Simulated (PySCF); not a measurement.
**Name the molecule from its bond curve**

A diatomic of charge 0 contains Li (the partner may be the same element). Its singlet curve at PBE0 in a double-zeta basis (no relativity, PySCF), in eV from the separated fragments:

R (Å), E (eV) and a bar:
```
    2.395     -0.710 ##################
    2.506     -0.783 #########
    2.618     -0.827 ###
    2.701     -0.844 #
    2.785     -0.849 
    2.869     -0.845 #
    2.980     -0.826 ###
    3.119     -0.787 ########
    3.286     -0.722 ################
    3.509     -0.616 ##############################
```

The fit gives ωe = 329 cm⁻¹ and the rotational constant Bₑ = 0.6187 cm⁻¹.

Q: Which atom is the partner?

A: The minimum lies at 2.787 Å, so the reduced mass is 16.8576 u Å² cm⁻¹/(Bₑ·Re²) = 3.508 u. With Li at 7.02 u the partner weighs about 7.0 u: Li. The molecule is Li2.

Closed-shell solutions of metal pairs were not tested for spin polarisation, which can lower them a little.
